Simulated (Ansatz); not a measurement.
Two structures of H₃S, doublet, reached by relaxing down either side of one saddle point (PBE0-D4/def2-TZVP). Energies are electronic, without zero-point energy. Computed with Ansatz 0.2.0 (basis: def2-TZVPP and def2-QZVPP); correlated methods freeze the cores; orbitals are unrestricted. Extrapolation: Hartree–Fock as exp(−7.88 √X), correlation as X^−2.97. First:

```json
{"atom": "H1", "x (Å)": "-0.3488", "y (Å)": "0.3018", "z (Å)": "-0.0462"}
{"atom": "S2", "x (Å)": "0.4581", "y (Å)": "1.1691", "z (Å)": "0.5838"}
{"atom": "H3", "x (Å)": "-1.5481", "y (Å)": "-1.7312", "z (Å)": "-1.2303"}
{"atom": "H4", "x (Å)": "1.4387", "y (Å)": "0.2604", "z (Å)": "0.6929"}
```

Second:

```json
{"atom": "H1", "x (Å)": "-1.0540", "y (Å)": "-0.6725", "z (Å)": "-0.6758"}
{"atom": "S2", "x (Å)": "0.8055", "y (Å)": "1.4839", "z (Å)": "0.8043"}
{"atom": "H3", "x (Å)": "-1.3997", "y (Å)": "-1.2483", "z (Å)": "-1.0038"}
{"atom": "H4", "x (Å)": "1.6483", "y (Å)": "0.4369", "z (Å)": "0.8754"}
```

Which bonds change from the first to the second?

H₂S + H → HS + H₂; bonds formed: H1–H3; bonds broken: H1–S2.

Give the saddle point's structure and its height above each. (An estimate is asked for; the value comes from the calculation.)

The calculation gives: 0.154 eV above the first and 0.752 eV above the second (CCSD(T) at an estimated basis limit (MP2 extrapolated from triple and quadruple zeta, plus CCSD(T) − MP2 in triple zeta)).
H1  (-0.480, -0.043, -0.217)
S2  (0.243, 0.962, 0.424)
H3  (-1.058, -1.067, -0.802)
H4  (1.296, 0.148, 0.595)
(Å)

T1 diagnostic: at most 0.014. ⟨S²⟩ of the unrestricted Hartree–Fock references: 0.75 to 0.77 (a pure state has 0.75).

For scale, one of the runs: CCSD(T)/def2-TZVPP, 84 basis functions (an equivalent command: `ansatz run in.yaml --threads 2`). The run took about 2.1 s on 2 CPU threads (shared host).
